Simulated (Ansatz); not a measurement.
Ansatz results at the PBE0-D4/def2-TZVP geometry: HOMO–LUMO gap (PBE0/def2-TZVPP) 6.32 eV; size of the dipole moment (PBE/def2-TZVPP) 1.65 D; HOMO–LUMO gap (B3LYP/def2-TZVPP) 5.87 eV.

Each molecule was computed in one conformer, which needn't be the lowest.

Q: Which molecule gave them?
A. `N=C1CC1F`
B. `C=C=C(N)F`
C. `B1B[SiH2]1`
D. `C=CC(=N)F`

A: A. The others give `B1B[SiH2]1`: 5.10, 1.58, 4.71; `C=CC(=N)F`: 6.62, 1.28, 6.17; `C=C=C(N)F`: 5.99, 2.22, 5.57.

B3LYP here is the variant with VWN-RPA as its local correlation; programs differ in this.
